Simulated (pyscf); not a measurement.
Structures and frequencies: ωB97X-D3(BJ)/def2-SVP in PySCF.

Q: PBE/def2-TZVP puts the barrier of `[CH]1=[CH][O][CH]=[CH]1` + `[CH2]=[O]` → `[O]=[CH][CH]=[CH][CH2][CH]=[O]` (concerted two-bond exchange; singlet surface; C–O, C–H broken, C–C, C–H formed) at 61.9 kcal/mol and the reaction energy at -11.3 kcal/mol, from the separated reactants. What do B3LYP-D3(BJ)/def2-TZVP, M06-2X/def2-TZVP, ωB97M-D3(BJ)/def2-TZVP give on the same structures?

A: B3LYP-D3(BJ): ΔE‡ = 68.7 kcal/mol, ΔE = -14.7 kcal/mol; M06-2X: ΔE‡ = 81.4 kcal/mol, ΔE = -11.2 kcal/mol; ωB97M-D3(BJ): ΔE‡ = 77.1 kcal/mol, ΔE = -13.9 kcal/mol. PBE's barrier lies under all of them, by 6.8 to 19.5 kcal/mol. Its reaction energy matches one of them and lies within 3.4 kcal/mol of the others. Low barriers are usual for a GGA, whose delocalisation error favours stretched bonds. From the product side, H₂C=CH–CH•–CH=O + •HC=O lies, by one bond made or cut, 22.5 kcal/mol under this saddle at ωB97M-D3(BJ). This is the saddle that the search found; another between the same sides may lie lower.
